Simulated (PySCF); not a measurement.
Molfile (atoms numbered from 1):
```
C4H7NS
     RDKit          3D

 13 12  0  0  0  0  0  0  0  0999 V2000
   -0.9139   -1.0278   -0.1548 C   0  0  0  0  0  0  0  0  0  0  0  0
   -0.2915    0.1300   -0.9146 C   0  0  1  0  0  0  0  0  0  0  0  0
   -1.5167    1.4678   -1.1977 S   0  0  0  0  0  0  0  0  0  0  0  0
    0.9402    0.6977   -0.1985 C   0  0  0  0  0  0  0  0  0  0  0  0
    1.9999   -0.2786   -0.1662 C   0  0  0  0  0  0  0  0  0  0  0  0
    2.8278   -1.0662   -0.1526 N   0  0  0  0  0  0  0  0  0  0  0  0
   -1.7946   -1.3938   -0.6770 H   0  0  0  0  0  0  0  0  0  0  0  0
   -1.2104   -0.7169    0.8463 H   0  0  0  0  0  0  0  0  0  0  0  0
   -0.1961   -1.8417   -0.0667 H   0  0  0  0  0  0  0  0  0  0  0  0
   -0.0155   -0.1834   -1.9251 H   0  0  0  0  0  0  0  0  0  0  0  0
   -1.8229    1.6493    0.0867 H   0  0  0  0  0  0  0  0  0  0  0  0
    1.3031    1.5883   -0.7199 H   0  0  0  0  0  0  0  0  0  0  0  0
    0.6861    0.9757    0.8294 H   0  0  0  0  0  0  0  0  0  0  0  0
  1  2  1  0
  2  3  1  0
  2  4  1  0
  4  5  1  0
  5  6  3  0
  1  7  1  0
  1  8  1  0
  1  9  1  0
  2 10  1  6
  3 11  1  0
  4 12  1  0
  4 13  1  0
M  END
```

Geometry: GFN2-xTB; GIAO shifts from PySCF, gas phase, non-relativistic, averaged over equivalent atoms.

At wB97X/pcSseg-1 (144 basis functions, 17 s wall time on 1 thread of an Arm Neoverse V1, shared host):
```csv
atoms,δ (ppm)
C5,124.2
C2,38.3
C4,30.5
C1,28.3
N6,296.1
H12,2.78
H10,2.52
H13,1.90
H11,1.64
H7/H8/H9,1.60
```

Scale: TMS for 13C (σref 189.62), 1H (σref 31.81); NH3 for 15N (σref 268.57) (reference shieldings calculated alike).

Question: Predict the values at PBE0/pcSseg-1 on the same geometry.

Answer: 
| atoms | δ at PBE0/pcSseg-1 | change |
| --- | --- | --- |
| C5 | 122.2 | -2.0 |
| C2 | 41.1 | +2.8 |
| C4 | 31.4 | +0.9 |
| C1 | 28.8 | +0.5 |
| N6 | 300.7 | +4.6 |
| H12 | 2.93 | +0.15 |
| H10 | 2.68 | +0.16 |
| H13 | 2.00 | +0.10 |
| H11 | 1.61 | -0.03 |
| H7/H8/H9 | 1.63 | +0.03 |

Chemical shifts δ = σref − σ; 13C (186.93 ppm) and 1H (31.72 ppm) vs TMS; 15N (267.73 ppm) against NH3, all at this level.

The largest change is at N6 (nitrile nitrogen). Cost: 144 basis functions, 14 s wall time on 1 thread of an Arm Neoverse V1, shared host. The order of the carbon signals is the same at both levels.

Experimental scales use liquid or dissolved standards, which lie at an offset from isolated NH3 (liquid NH3: subtract about 20 ppm). Unscaled 15N shifts of sp2 nitrogen often come out too high even then, by a few to some tens of ppm.
